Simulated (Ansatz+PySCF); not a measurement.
**singlet NH₄(+): levels of theory in one basis**

```
atom    x (Å)    y (Å)    z (Å)
   N  -0.0024  -0.0086   0.0046
   H   0.6023   0.6004   0.5964
   H   0.5894  -0.5858  -0.5948
   H  -0.6033   0.5981  -0.5974
   H  -0.5932  -0.5847   0.5927
```

Basis set: def2-SVP (spherical functions). Frozen core: 1 orbital. Charge 1, multiplicity 1.

Computed with Ansatz (development build ahead of 0.2.0); each method stands on the lowest determinant of its kind that the runs found. NEVPT2 correlates all electrons. Active spaces start from the frontier orbitals, and the lowest solution found is given.

```csv
method,E − E(RHF) (eV),<S²> of the determinant
RHF,0.00,0.00
RHF-MP2,-5.10,–
RHF-CCSD,-5.59,–
"CASSCF(8,8)",-2.84,–
"SC-NEVPT2(8,8)",-5.17,–
```

Q: What does RHF-CCSD(T) give on the same scale?

A: -5.69 eV.

Q: Is a single determinant a sound starting point here?

A: By this sign, yes. Unrestricted orbitals gain 0.00 eV and <S²> is 0.00 against 0.00 for a pure state. The CASSCF(8,8) natural occupations are 1.99, 1.98, 1.98, 1.98, 0.02, 0.02, 0.02, 0.02.
